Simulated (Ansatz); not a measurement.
Basis-set extrapolation for CCl2 (`Cl[C]Cl`) (PBE0-D4/def2-TZVP geometry, frozen core, the Gaussian-basis code of Ansatz). Multiplicity 1, RHF reference.

|  | def2-TZVPP | def2-QZVPP |
| --- | --- | --- |
| HF | -956.793083 | -956.820179 |
| MP2 correlation | -0.516343 | -0.564955 |
| CCSD(T) correlation | -0.582935 | -0.630986 |

Energies in hartree. Use E(X) = E(∞) + A·exp(−7.88·√X) for Hartree–Fock and E(X) = E(∞) + B·X^(−2.97) for correlation, with X = 3 and 4.

Question: What is the CCSD(T) energy at the basis-set limit?

Answer: HF limit: -956.820179 + (-0.027096) × 0.13774 = -956.82391. Correlation limit: -0.630986 + (-0.048051) × 0.74074 = -0.66658. Total: -957.49049 hartree, 300.5 kJ/mol below CCSD(T)/def2-TZVPP.
